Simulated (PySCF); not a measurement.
# Assignment exercise: C$_{3}$H$_{9}$N

Structure with atom numbers: `[CH3:1][CH2:2][NH:3][CH3:4]`. Each H is labelled by its parent atom.

- geometry from PBE0-D3(BJ)/def2-SVP
- NMR shieldings at PBE0/pcSseg-1/GIAO
- spin–spin couplings from B3LYP/pcJ-1 (spin–dipole term only in couplings to heteroatoms)
- run in PySCF 2.14
- single conformer, averaged over atoms made equivalent by symmetry, fast rotation or ring inversion, no relativistic terms, in vacuum

Shifts are taken against calculated references (same method and geometry level): TMS for $^{13}$C and $^{1}$H.

Q: Assign these signals to the numbered atoms. $^{13}$C{$^{1}$H} NMR (computed): δ 48.9 (CH2), 38.6 (CH3), 17.9 (CH3).

A: 
```tsv
δ (ppm)	atoms	environment	reason
48.9	C2	sp3 CH2 bonded to N	the inductive effect lowers its shielding
38.6	C4	methyl carbon bonded to N	deshielded by the electronegative neighbour
17.9	C1	methyl carbon	aliphatic region, no heteroatom directly attached
```

Q: Assign these signals to the numbered atoms. $^{1}$H NMR (600 MHz, computed): δ 2.44 (s, 3H), 2.35 (q, J = 7.9 Hz, 2H), 1.12 (t, J = 7.9 Hz, 3H), -0.80 (br s, 1H).

A: 
2.44 → H(C4), hydrogen on a methyl carbon bonded to N: its carbon carries N, hence the downfield position
2.35 → H(C2), hydrogen on an sp3 CH2 bonded to N: its carbon carries N, an electronegative neighbour
1.12 → H(C1), hydrogen on a methyl carbon
-0.80 → H(N3), hydrogen on an amine nitrogen: labile proton, position sensitive to the medium

H(C4) and H(C2) lie closer than the usual error of such a calculation, so a measured spectrum could show them in the other order.

OH and NH positions are those of a molecule without intermolecular hydrogen bonds; in solution they move with solvent, concentration and temperature, and exchange usually removes their couplings. Multiplet labels drop couplings under 1 Hz and merge nearly equal ones. Unscaled 3J(H,H) at this level run about 10 % above measured values. Shifts are as computed. Against solution values, carbons near 30 ppm lie about +2 ppm off and those near 130 ppm about +5 ppm. Of 1211 compounds with measured shifts, 218 miss one by over three times the rms of a fit or turn the order of signals round; such compounds aren't used in these exercises. Couplings to exchangeable protons are dropped.
